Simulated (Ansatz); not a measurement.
## GaSi, quartet: the ladder up to full CI

Geometry: that of the GaSi, doublet, kept fixed.

```
atom   x (Å)   y (Å)   z (Å)
  Si  0.0000  0.0000  0.0000
  Ga  0.0000  0.0000  2.4021
```

Basis cc-pVDZ; Ansatz 0.2.0. Correlated methods freeze the noble-gas cores and the filled d shells of p-block atoms, which leaves 7 electrons in 26 orbitals. Prefix R: restricted or restricted open-shell reference; prefix U: unrestricted. Active spaces: valence = (7e, 8o) chosen from the atoms' valence shells. No spin–orbit coupling is included, and no scalar relativity.

Full CI is exact within this basis and frozen core; it isn't the basis-set limit. The frozen core follows each run's orbitals, which can shift R against U totals by a few meV for light atoms and by up to 0.1 eV past Ca.

- UHF ⟨S²⟩: 3.765
- T1 diagnostic (RCCSD): 0.0342
- largest doubles amplitude (RCCSD): 0.079

```
   level  E − E(RHF) (eV)
    RMP2          -2.7586
   RCCSD          -3.5025
RCCSD(T)          -3.6501
```

Q: Estimate how far full CI in cc-pVDZ lies from RCCSD(T). The table doesn't fix it; the size of (T) and the diagnostics are the guide.

A: Full CI in cc-pVDZ lies 1.18 kcal/mol below RCCSD(T), which is 35 % of the (T) step (-3.40 kcal/mol). T1 is raised, and the rest is a large part of (T). The miss exceeds 1 kcal/mol.

The other levels:

```tsv
level	E − E(full CI) (kcal/mol)	share of correlation (%)	wall time
BCCD(T)	1.17	98.63	2.6 s
RCCSDT	0.27	99.68	–
RCCSDT(Q)	0.03	99.96	6 s
CASSCF (valence space)	53.80	36.98	–
NEVPT2 (valence space)	12.73	85.09	3.1 s
MRCISD (valence space)	3.03	96.45	–
MRCISD+Q (valence space)	-0.54	100.63	4 s
```

The correlation energy at full CI, counted from RHF, is -3.701 eV. That run took 2.1 min on 1 thread of Arm Neoverse V2, shared host over 5,352,180 determinants.

Run but not shown, since their state, orbitals or frozen core can't be matched to the reference's or they repeat it: UHF, UMP2, UCCSD, UCCSD(T), UCCSDT, UCCSDT(Q).

Times hold each run's SCF and search for its determinant on a shared host, so for small cases they say little of a method's own cost; they ran on 1 thread of Arm Neoverse V2.

More than 5 meV below full CI, which no variational method can be: MRCISD+Q (valence space).

The full-CI state has the irrep A2 of C2v, in the program's axes (one component, if the state is degenerate).

Natural occupations of full CI about the gap: 1.938 1.885 0.995 0.972 0.972 0.053 0.053 0.034 0.013 0.013; effectively unpaired electrons, Σ n²(2−n)², 3.09.
